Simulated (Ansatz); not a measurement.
# AlSF (triplet): wave-function methods side by side, cc-pVDZ

The task here is to estimate one member of a computed series from the others.

Computed with Ansatz 0.2.0, Gaussian basis. Level: cc-pVDZ, core rule «outside noble gas», up to 11 orbitals frozen.

The runs, in order: UHF; CCSD(T) on ROHF; CCSD(T) on UHF; BCCD(T) on ROHF; CISD; CCSDT(Q) on ROHF; CCSDT(Q) on UHF.

23 further runs of the same task are left out: 6 for a known fault of the program, 9 that didn't finish, 8 set aside as unsound or not needed.

### What is computed

The geometry is a PBE0/def2-TZVP stationary point (not a proven minimum) of the parent state, kept for this charge and spin.

3 atoms, charge 0, spin multiplicity 3.

Atoms are counted from 1 here; the program's logs count them from 0.

Bond lengths: F1–Al2 1.631 Å, Al2–S3 1.996 Å. Angles: F1–Al2–S3 180.0°.

Set-up of the first run:

Contents of in.yaml:

```yaml
crystal:
  periodic: [false, false, false]
  atoms:
    - {symbol: F, position_ang: [0.000000, 0.000000, -1.752567]}
    - {symbol: Al, position_ang: [0.000000, 0.000000, -0.121767]}
    - {symbol: S, position_ang: [0.000000, 0.000000, 1.874333]}
basis:
  gaussian: {orbitals: cc-pVDZ}
magnetization: {spin_polarized: true, initial_magnetization: 2}
hamiltonian: {xc: hf}
output: {orbitals: {seedname: orbitals}}
```

Command:

```sh
> ansatz run in.yaml --threads 1 --pin off --events-out ev --progress --plain --max-ram 2393MiB
```

Among the steps run: UHF; CCSD(T) on ROHF; CCSD(T) on UHF; BCCD(T) on ROHF; CISD; CCSDT(Q) on ROHF; CCSDT(Q) on UHF.

One of the session's tables, all rows but one given; the rest of the session is left out.

```
   method  from UCCSDT(Q) (meV)
     ROHF              +10216.7
      UHF                     ?
     RMP2                +833.5
     UMP2                +852.3
     CISD               +1195.7
    RCCSD                +277.5
    UCCSD                +274.8
 RCCSD(T)                 +51.9
 UCCSD(T)                 +52.0
  BCCD(T)                 +48.6
   RCCSDT                 +24.6
   UCCSDT                 +24.1
RCCSDT(Q)                  +4.3
UCCSDT(Q)                     0
```

**Question.** Estimate the row for UHF.

**Answer.** from UCCSDT(Q) (meV): +10090.2. In the column «from UCCSDT(Q) (meV)» it lies between CISD (+1195.7) and ROHF (+10216.7).

To keep in mind: Restricted and unrestricted rows rest on different reference determinants; where their highest levels disagree by more than a few hundredths of an eV, they describe different states and don't form one ladder.
